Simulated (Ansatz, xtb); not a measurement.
**Relative energy of two isomers of CH7NSi+**

Structure X: the doublet with the links of `[CH2][SiH2][NH3+]`. Structure Y: the doublet with the links of `C[NH2+][SiH2]`. Both are isolated ions in the gas phase, relaxed with PBE0-D3(BJ)/def2-SVP; the shapes shown needn't be the lowest conformers.

X (Å):

```yaml
atoms:
  - { symbol: C, position_ang: [-0.7083, -0.1619, 0.4323] }
  - { symbol: N, position_ang: [-0.9200, 1.7646, -1.8601] }
  - { symbol: Si, position_ang: [0.2178, 1.1597, -0.4216] }
  - { symbol: H, position_ang: [-0.5963, -1.2190, 0.1662] }
  - { symbol: H, position_ang: [-1.3566, 0.0409, 1.2921] }
  - { symbol: H, position_ang: [1.4023, 0.7261, -1.1959] }
  - { symbol: H, position_ang: [0.3805, 2.4262, 0.3270] }
  - { symbol: H, position_ang: [-1.8172, 2.1313, -1.5183] }
  - { symbol: H, position_ang: [-0.4820, 2.5177, -2.4067] }
  - { symbol: H, position_ang: [-1.1437, 1.0110, -2.5222] }
```

Y (Å):

```xyz
10

C    -0.0870    0.2350   -0.1259
N    -0.5064    1.6502   -0.3639
Si   -1.2246    2.0025   -2.0984
H     0.6871   -0.0371   -0.8544
H     0.3115    0.1331    0.8922
H    -0.9568   -0.4224   -0.2495
H     0.2940    2.2751   -0.2009
H    -1.1980    1.9248    0.3462
H    -0.0866    1.6578   -2.9899
H    -2.4027    1.0977   -2.1447
```

Quicker runs give these differences E(Y) − E(X): GFN2-xTB −16.0 kcal/mol; HF/STO-3G +4.4 kcal/mol (at GFN2-xTB geometries); r2SCAN-D4/def2-SVP +8.2 kcal/mol (at GFN2-xTB geometries).

Q: Estimate which is lower in electronic energy at CCSD(T)/def2-SVP + ΔMP2/def2-TZVPP, and by roughly how much.

A: The CCSD(T)/def2-SVP + ΔMP2/def2-TZVPP calculation puts structure X lower, by 8.2 kcal/mol.

How the difference moves with the method:

| level | geometry | E(Y) − E(X) (kcal/mol) | departure from the last row (kcal/mol) | job, with rough time for the two |
| --- | --- | --- | --- | --- |
| GFN2-xTB | GFN2-xTB | −16.0 | −24.2 | optimisation, 0.11 s |
| HF/STO-3G | GFN2-xTB | +4.4 | −3.8 | single point, 0.26 s |
| r2SCAN-D4/def2-SVP | GFN2-xTB | +8.2 | 0.0 | single point, 2.9 s |
| PBE0-D3(BJ)/def2-SVP | PBE0-D3(BJ)/def2-SVP | +5.4 | −2.8 | optimisation, 25 s |
| HF/def2-SVP | PBE0-D3(BJ)/def2-SVP | +11.0 | +2.8 | part of the CCSD(T) run |
| MP2/def2-SVP | PBE0-D3(BJ)/def2-SVP | +3.9 | −4.3 | part of the CCSD(T) run |
| CCSD(T)/def2-SVP | PBE0-D3(BJ)/def2-SVP | +4.7 | −3.5 | single point |
| CCSD(T)/def2-SVP + ΔMP2/def2-TZVPP | PBE0-D3(BJ)/def2-SVP | +8.2 |  | single point, 14 s |

As drawn, Y has 1 C–N, 1 C–H in place of 1 C–Si, 1 N–H.

GFN2-xTB puts the two in the other order. The largest departure from CCSD(T)/def2-SVP + ΔMP2/def2-TZVPP is that of GFN2-xTB, 24.2 kcal/mol. The last row adds to CCSD(T) the change of the MP2 difference between the two basis sets, here +3.5 kcal/mol, a large step that makes the value less sure.

With harmonic frequencies from PBE0-D3(BJ)/def2-SVP (ideal gas, rigid rotor, one conformer each, 298.15 K, 1 atm): on the last row, ΔE + ΔZPE = +10.4, ΔH = +10.1, ΔG = +10.8 kcal/mol.

Open shells are spin-unrestricted. The correlated steps freeze 7 core orbitals. Programs: Ansatz 0.2.0, xtb 6.7.1; the last row on 2 threads of Intel(R) Xeon(R) Platinum 8375C CPU @ 2.90GHz (Ice Lake) on a shared host.
